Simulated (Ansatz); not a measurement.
The standard entropy of BF (SMILES [B]F) from a frequency calculation

A linear singlet with charge 0, relaxed at MP2/x2c-TZVPall (sfX2C), 2 core orbitals frozen (Ansatz 0.2.0):

```xyz
2

B     0.0000    0.0000   -0.0124
F     0.0000    0.0000    1.2568
```

Harmonic wavenumbers in cm⁻¹: 1417.

Masses in u: B 10.81, F 18.998. Take T = 298.15 K, p = 1 bar, R = 8.3145 J/(mol K), kT/hc = 207.22 cm⁻¹, rigid rotor and harmonic oscillator.

Work out S° at 298 K.


1. Translation (Sackur–Tetrode): S = R[3/2 ln M + 5/2 ln T − 1.1517] with M = 29.808 gives 151.2 J/(mol K).
2. Rotation: the moment of inertia is 11.098 u Å², so B = 16.8576/I = 1.5189 cm⁻¹; σ = 1; q = kT/(σhcB) = 136.4; S = R(ln q + 1) = 49.2.
3. Vibration: with u = ν̃/207.22, each mode gives R[u/(eᵘ − 1) − ln(1 − e⁻ᵘ)]; the sum is 0.1, most from 1417 cm⁻¹ (0.1).
4. Electronic: R ln 1 = 0.0, from the spin multiplicity alone.
5. Sum: 151.2 + 49.2 + 0.1 + 0.0 = 200.5 J/(mol K).

No measured value is set beside it here.
